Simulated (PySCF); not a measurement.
# [SiH3]− (SMILES [SiH3-]) at MP2/6-31G

What is the vertical singlet–triplet gap of [SiH3]− at MP2/6-31G? 

Program for the calculation: PySCF 2.14.0.

6 further runs of the same task are left out: 6 set aside as unsound or not needed.

## Step 1: The system as given

[SiH3]− has 4 atoms, charge -1, and is taken as a singlet. As SMILES, `[SiH3-]`. The coordinates come from a PBE0-D4/def2-TZVPD relaxation.

Bond lengths: Si1–H2 1.546 Å, Si1–H3 1.546 Å, Si1–H4 1.546 Å. Angles: H2–Si1–H3 94.1°, H2–Si1–H4 94.1°, H3–Si1–H4 94.1°.

## Step 2: The energy at MP2/6-31G

input.py reads:

```python
# [SiH3-]
from pyscf import gto, mp

mol = gto.Mole()
mol.atom = [
    ('Si', (0.539700, -0.050700, -0.300900)),
    ('H', (0.426600, 0.622300, 1.085900)),
    ('H', (-0.298500, -1.283700, 0.106800)),
    ('H', (-0.667800, 0.712200, -0.891800)),
]
mol.verbose = 4
mol.basis = '6-31g'
mol.charge = -1
mol.max_memory = 1860
mol.spin = 0
mol.build()

mf = mol.RHF()
mf.conv_tol = 1e-10
mf.kernel()
if not mf.converged:
    mf = mf.newton().run(mf.mo_coeff, mf.mo_occ)

pt = mp.MP2(mf, frozen=5).run()
energy = pt.e_tot
print('E = %.10f Eh' % energy)
```

Command:

```bash
$ OMP_NUM_THREADS=1 python input.py
```

What it wrote:

```text
PySCF version 2.14.0

[INPUT] num. atoms = 4
[INPUT] num. electrons = 18
[INPUT] charge = -1
[INPUT] spin (= nelec alpha-beta = 2S) = 0
[INPUT] symmetry False subgroup None
[INPUT] Mole.unit = angstrom
[INPUT] Symbol           X                Y                Z      unit          X                Y                Z       unit  Magmom
[INPUT]  1 Si     0.539700000000  -0.050700000000  -0.300900000000 AA    1.019885189428  -0.095809114515  -0.568618590882 Bohr   0.0
[INPUT]  2 H      0.426600000000   0.622300000000   1.085900000000 AA    0.806157164739   1.175976567317   2.052053598665 Bohr   0.0
[INPUT]  3 H     -0.298500000000  -1.283700000000   0.106800000000 AA   -0.564083248183  -2.425841426104   0.201822750104 Bohr   0.0
[INPUT]  4 H     -0.667800000000   0.712200000000  -0.891800000000 AA   -1.261959105985   1.345862945915  -1.685257757887 Bohr   0.0

nuclear repulsion = 15.0809836888403
number of shells = 13
number of NR pGTOs = 58
number of NR cGTOs = 19
basis = 6-31g
ecp = {}

******** <class 'pyscf.scf.hf.RHF'> ********
method = RHF
initial guess = minao
damping factor = 0
level_shift factor = 0
DIIS = <class 'pyscf.scf.diis.CDIIS'>
diis_start_cycle = 1
diis_space = 8
diis_damp = 0
SCF conv_tol = 1e-10
SCF conv_tol_grad = None
SCF max_cycles = 50
direct_scf = True
direct_scf_tol = 1e-13
Set gradient conv threshold to 1e-05
Initial guess from minao.
init E= -290.173991310915
  HOMO = -0.178294104473069  LUMO = 0.125560026967633  gap/eV = 8.26829
cycle= 1 E= -290.561032210142  delta_E= -0.387  |g|= 0.14  |ddm|= 1.44
  HOMO = -0.0326332744076536  LUMO = 0.382211401885003  gap/eV = 11.28850
cycle= 2 E= -290.572766564819  delta_E= -0.0117  |g|= 0.0334  |ddm|= 0.392
  HOMO = -0.0591692628883755  LUMO = 0.368487684906172  gap/eV = 11.63714
cycle= 3 E= -290.573431162027  delta_E= -0.000665  |g|= 0.00948  |ddm|= 0.0831
  HOMO = -0.0580980879571984  LUMO = 0.369372599197366  gap/eV = 11.63207
cycle= 4 E= -290.57353972363  delta_E= -0.000109  |g|= 0.00201  |ddm|= 0.0471
  HOMO = -0.0578660266994175  LUMO = 0.369485643345101  gap/eV = 11.62883
cycle= 5 E= -290.573545582754  delta_E= -5.86e-06  |g|= 0.000284  |ddm|= 0.0125
  HOMO = -0.0579044258011938  LUMO = 0.369455396928647  gap/eV = 11.62905
cycle= 6 E= -290.573545676176  delta_E= -9.34e-08  |g|= 1.91e-05  |ddm|= 0.00172
  HOMO = -0.057903843319224  LUMO = 0.369453622838969  gap/eV = 11.62899
cycle= 7 E= -290.573545676435  delta_E= -2.59e-10  |g|= 1.44e-06  |ddm|= 5.91e-05
  HOMO = -0.057903937471486  LUMO = 0.369453752080761  gap/eV = 11.62900
cycle= 8 E= -290.573545676436  delta_E= -1.25e-12  |g|= 1.54e-07  |ddm|= 5.4e-06
  HOMO = -0.0579039302810218  LUMO = 0.369453752290945  gap/eV = 11.62899
Extra cycle  E= -290.573545676436  delta_E= 2.27e-13  |g|= 4.57e-08  |ddm|= 7.14e-07
converged SCF energy = -290.573545676436

******** <class 'pyscf.mp.mp2.RMP2'> ********
nocc = 4, nmo = 14
frozen orbitals 5
E(RMP2) = -290.632011020701  E_corr = -0.0584653442656253
E(SCS-RMP2) = -290.63933580958  E_corr = -0.0657901331444079
E_corr(same-spin) = -0.00504032304731829
E_corr(oppo-spin) = -0.053425021218307
E = -290.6320110207 Eh
```

It took 0.64 s on 1 thread of Arm Neoverse V2, shared host; peak memory 0.12 GiB.

## Step 3: The triplet at the same level

mol.xyz reads:

```xyz
4

Si     0.539700    -0.050700    -0.300900
H      0.426600     0.622300     1.085900
H     -0.298500    -1.283700     0.106800
H     -0.667800     0.712200    -0.891800
```

run.py reads:

```python
from pyscf import gto, scf, mp

molecule = gto.Mole()
molecule.atom = 'mol.xyz'
molecule.basis = '6-31g'
molecule.charge = -1
molecule.verbose = 4
molecule.spin = 2
molecule.max_memory = 1860
molecule.build()

mf = scf.UHF(molecule)
mf.conv_tol = 1e-10
mf.kernel()
if not mf.converged:
    mf = mf.newton().run(mf.mo_coeff, mf.mo_occ)

pt = mp.MP2(mf, frozen=5).run()
e_final = pt.e_tot
print('E(%s) = %.9f' % ('MP2', e_final))
```

Command:

```bash
$ OMP_NUM_THREADS=1 python run.py
```

What it wrote:

```text
PySCF version 2.14.0

[INPUT] num. atoms = 4
[INPUT] num. electrons = 18
[INPUT] charge = -1
[INPUT] spin (= nelec alpha-beta = 2S) = 2
[INPUT] symmetry False subgroup None
[INPUT] Mole.unit = angstrom
[INPUT] Symbol           X                Y                Z      unit          X                Y                Z       unit  Magmom
[INPUT]  1 Si     0.539700000000  -0.050700000000  -0.300900000000 AA    1.019885189428  -0.095809114515  -0.568618590882 Bohr   0.0
[INPUT]  2 H      0.426600000000   0.622300000000   1.085900000000 AA    0.806157164739   1.175976567317   2.052053598665 Bohr   0.0
[INPUT]  3 H     -0.298500000000  -1.283700000000   0.106800000000 AA   -0.564083248183  -2.425841426104   0.201822750104 Bohr   0.0
[INPUT]  4 H     -0.667800000000   0.712200000000  -0.891800000000 AA   -1.261959105985   1.345862945915  -1.685257757887 Bohr   0.0

nuclear repulsion = 15.0809836888403
number of shells = 13
number of NR pGTOs = 58
number of NR cGTOs = 19
basis = 6-31g
ecp = {}

[... 18 lines left out ...]
[... the frontier-level lines of each cycle are left out ...]
[... 3 lines left out ...]
[... 82 lines left out ...]
converged SCF energy = -290.419923561907  <S^2> = 2.008111  2S+1 = 3.0054025
[... 1 line left out ...]
******** <class 'pyscf.mp.ump2.UMP2'> ********
nocc = (np.int64(5), np.int64(3)), nmo = (14, 14)
frozen orbitals 5
E(UMP2) = -290.468888012618  E_corr = -0.048964450710605
E(SCS-UMP2) = -290.474548906575  E_corr = -0.0546253446675982
E_corr(same-spin) = -0.00476768790591671
E_corr(oppo-spin) = -0.0441967628046883
E(MP2) = -290.468888013
```

Wall time 0.66 s (1 thread of Arm Neoverse V2, shared host); peak memory 0.12 GiB.

## Step 4: Outcome

Level: MP2/6-31G, 5 core orbitals frozen.

| quantity | value |
| --- | --- |
| singlet: total energy | -290.63201 Eh |
| singlet: HOMO energy (Hartree–Fock orbitals) | -1.58 eV |
| singlet: LUMO energy (Hartree–Fock orbitals) | 10.05 eV |
| singlet: HOMO–LUMO gap (to an unbound level, set by the basis) | 11.63 eV |
| singlet: correlation energy (5 core orbitals frozen) | -58.5 mEh |
| triplet: total energy | -290.46889 Eh |
| triplet: HOMO energy (Hartree–Fock orbitals) (highest over α and β) | 3.07 eV |
| triplet: LUMO energy (Hartree–Fock orbitals) (lowest over α and β) | 6.32 eV |
| triplet: correlation energy (5 core orbitals frozen) | -49.0 mEh |
| triplet: ⟨S²⟩ of the reference determinant | 2.008 |
| vertical energy of the triplet above the singlet | 4.439 eV |

**Reading.** At this shape the triplet lies 4.44 eV (428 kJ/mol) above the singlet. For an anion a state so high probably lies above electron detachment. The HOMO (triplet) lies at positive energy, 3.07 eV: the electron is unbound at this level or held by a compact basis; values depend on the basis.
